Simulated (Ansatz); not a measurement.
**[H···H···O], triplet: transfer scan**

Starting geometry:

```csv
atom,x (Å),y (Å),z (Å)
H,0.0000,0.0000,-0.9937
H,0.0000,0.0000,-0.2487
O,0.0000,0.0000,1.2423
```

From there atom H2 is moved from one fragment to the other while all else, the fragments' distance too, stays fixed; atoms are numbered as listed. Energies are in kcal/mol, counted from the starting geometry at the same level. Kohn–Sham curves are unrestricted where that lies lower.

Basis 6-31G; Ansatz 0.2.0. Only valence electrons are correlated (noble-gas cores frozen).

Full CI is exact within this basis and frozen core; it isn't the basis-set limit.

```csv
distance H1-H2 (Å),RPA-PBE
0.693,0.2
0.745,0.0
0.817,2.6
0.888,6.6
0.960,10.5
1.031,12.9
1.103,13.7
1.174,13.8
1.246,14.8
```

Task: Estimate the full CI curve in 6-31G from this one, knowing how RPA-PBE differs from it in such a basis.

Result: The computed full CI values, in kcal/mol from the starting point, and the difference of RPA-PBE against them:
```
distance H1-H2 (Å)  full CI  RPA-PBE less full CI
             0.693     -0.1                   0.3
             0.745      0.0                   0.0
             0.817      3.2                  -0.6
             0.888      7.7                  -1.1
             0.960     11.7                  -1.2
             1.031     13.7                  -0.8
             1.103     13.5                   0.2
             1.174     12.2                   1.6
             1.246     12.0                   2.8
```

The difference spans 4.0 kcal/mol and is largest, 2.8 kcal/mol, at 1.246 Å.

In so small a basis both RPA and the reference are far from their limits and near them at different rates, so the difference would change in a larger set.
